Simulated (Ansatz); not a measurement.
System: hcp Tm. Method: LDA (Ansatz, a program for electronic structure, PAW).

Numerical settings: plane-wave cutoff 500 eV, 24×24×14 k mesh (along the axes of the cell as run), Fermi–Dirac smearing 0.1 eV, spin-polarised with parallel moments, scalar-relativistic PAW data made under PBE.

Cell (relaxed at this level):

```
CELL_PARAMETERS angstrom
      1.72158    -2.98186     0.00000
      1.72158     2.98186     0.00000
      0.00000     0.00000     5.64262
ATOMIC_POSITIONS crystal
  Tm 0.33333 0.66667 0.25000
  Tm 0.66667 0.33333 0.75000
```

Predict the magnetic moment per atom (the cell's total over its atoms).


- magnetic moment per atom (the cell's total over its atoms) = 1.16 μB

Note: the 4f shell is treated without U or exact exchange, so its levels and filling can be wrong; the collinear magnetic order is the start's and need not be the measured one.

Moments are spin moments.

Spin–orbit coupling is not included.

Static lattice: no zero-point or thermal effects.

It cost about 9 core-minutes (a rough figure) of CPU time.
